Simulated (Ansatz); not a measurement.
A made-up structure of BSiNH$_{3}$, doublet:

```
atom    x (Å)    y (Å)    z (Å)
  B1  -0.9271  -0.3835  -0.3819
  N2   0.4975   0.1542  -0.6211
 Si3   0.2114   0.2545   1.2715
  H4  -1.9166  -0.8542  -1.0803
  H5   1.1862   0.3253  -1.4706
  H6   0.9487   0.5037   2.2824
```

It is relaxed with PBE-D4/def2-SVP and then PBE0-D4/def2-TZVP (Ansatz 0.2.0). Atoms count as bonded within 1.22 times the sum of their covalent radii (H–H: 0.88 Å). The end point is not checked to be a true minimum.

Task: Does its bonding change? (A judgement: the text doesn't fix the answer.)

Result: Computed: No: no bond forms or breaks.

Where it ends: The first stage lowers the energy by 2.17 eV in 8 steps. It ends as BSiNH₃ ([BH]1[NH][SiH]1):
```json
{"atom": "B1", "x (Å)": "-0.8426", "y (Å)": "-0.3072", "z (Å)": "-0.3426"}
{"atom": "N2", "x (Å)": "0.4054", "y (Å)": "0.2321", "z (Å)": "-0.5637"}
{"atom": "Si3", "x (Å)": "0.0019", "y (Å)": "0.7002", "z (Å)": "1.0939"}
{"atom": "H4", "x (Å)": "-1.6394", "y (Å)": "-0.9480", "z (Å)": "-0.9453"}
{"atom": "H5", "x (Å)": "1.0863", "y (Å)": "0.2168", "z (Å)": "-1.3086"}
{"atom": "H6", "x (Å)": "0.9884", "y (Å)": "0.1060", "z (Å)": "2.0663"}
```

Labels in which every atom is bracketed show which atoms are joined, not bond orders.

For scale, one of the runs: PBE0-D4/def2-TZVP relaxation, 117 basis functions, launched by `ansatz run in.yaml --threads 2 --pin off --events-out ev --progress --plain --max-ram 4352MiB`. Hardware: 2 CPU threads of an Arm Neoverse V1, shared host. Wall time about 24 s.
